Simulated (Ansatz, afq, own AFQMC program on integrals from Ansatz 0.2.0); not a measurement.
**Where AFQMC and coupled cluster stand for CH2, triplet**

```yaml
atoms:
  - { symbol: C, position_ang: [0.0000, -0.0941, 0.0829] }
  - { symbol: H, position_ang: [0.0000, 0.8006, -2.0674] }
  - { symbol: H, position_ang: [0.0000, 0.3204, 1.0791] }
```

Basis cc-pVDZ. Noble-gas cores (and the filled d shells of Ga–Kr and In–Xe) are frozen. Integrals, coupled cluster, full CI and functionals: Ansatz 0.2.0; the random walks run on the same integrals in our own AFQMC program. The CISD trial takes its coefficients from CCSD amplitudes. Released means that phaseless walkers are propagated on without the constraint, phases kept. Uncertainties: one standard error, sampling alone.

Determinant: UHF, the one that the program's search chose, which needn't be the lowest solution. The geometry is a point of a scan.

Full CI on the same integrals is exact in this basis and with this determinant's frozen core.

Cautions: lower spins were not checked; an unrestricted solution with more broken spin lies lower (210 meV, ⟨S²⟩ 2.89); strong correlation (T1 0.058, weight of the determinant 0.85, largest double 0.16); unrestricted determinant spin contaminated (⟨S²⟩ 2.36 against 2.00); the released energy hasn't reached full CI (73 meV above it at 1.50 1/Eh), so no released level is given (meV from the phaseless value at times in 1/Eh: 8 ± 5 at 0.24, -12 ± 5 at 0.50, -18 ± 7 at 1.00, -20 ± 10 at 1.50).

The T1 diagnostic is 0.0584 and the weight of the determinant in the CISD state is 0.848. The ⟨S²⟩ of the determinant is 2.363 and the size of the correlated space is 6 electrons in 23 orbitals.

Reference: full CI, correlation energy -2.981 eV. The cautions show a poor starting determinant, so the rows tell how each method copes with it here, and full CI is the sure value.

```
        level  E − E(reference) (kcal/mol)  share of correlation (%)
           HF                        68.75                      0.00
          MP2                        22.92                     66.66
         CCSD                         4.40                     93.61
      CCSD(T)                         2.17                     96.84
        CCSDT                         0.24                     99.65
     CCSDT(Q)                         0.02                     99.97
ph-AFQMC/CISD                  2.14 ± 0.14                     96.89
```

CCSDT and higher add their correlation energy to the determinant of the CCSD(T) run, since their own runs factorise the integrals more tightly (a shift of under 2 meV). A walk keeps the symmetry of its determinant, which the program's search chose and which needn't be the lowest solution, so a lower state of the same spin and another symmetry isn't excluded.
